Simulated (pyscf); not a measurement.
Thermochemistry of product channels of Br–Br (SMILES BrBr) + CH₃• (SMILES [CH3]) on the doublet surface, in eV, from CCSD(T)/def2-TZVPP + ΔMP2(QZVPP) energies (ideal gas, 1 atm, RRHO with modes under 100 cm⁻¹ raised to 100, one conformer, R ln 2 for rigid chiral ones). Optimised with ωB97X-D3(BJ)/def2-SVP in PySCF. Correlated levels are frozen-core, on RHF or UHF. ΔMP2 is the change of the MP2 total energy from the triple- to the quadruple-zeta basis.

```json
[
 {"products": "H₃C–Br (SMILES CBr) + Br• (SMILES [Br])", "ΔE": "?", "ΔH(298 K)": "-0.95", "ΔG(600 K)": "-0.77", "ΔG(900 K)": "?"},
 {"products": "Br–CH₂–Br (SMILES BrCBr) + H• (SMILES [H])", "ΔE": "+0.49", "ΔH(298 K)": "+0.42", "ΔG(600 K)": "+0.63", "ΔG(900 K)": "+0.71"},
 {"products": "•H₂C–Br (SMILES [CH2]Br) + HBr (SMILES Br)", "ΔE": "-0.50", "ΔH(298 K)": "-0.55", "ΔG(600 K)": "-0.66", "ΔG(900 K)": "-0.72"}
]
```

Task: What belongs in the gaps?

Result: 
- H₃C–Br (SMILES CBr) + Br• (SMILES [Br]), ΔE: -1.10
- H₃C–Br (SMILES CBr) + Br• (SMILES [Br]), ΔG(900 K): -0.67

These are energies of the channels, which say nothing of barriers. The CCSD(T) − MP2 part came from Ansatz, without density fitting, on the same reference. The frozen core leaves the outer d or s,p core shells of the metals and heavy elements correlated in the MP2 and CC values, and def2-TZVPP describes them poorly, which can shift differences by a few kcal/mol. Left out: orbital degeneracy and the spin-orbit lowering of Br, which is large for Br, Se, Te and I. Elements up to Kr have no core potential and no relativistic terms here.
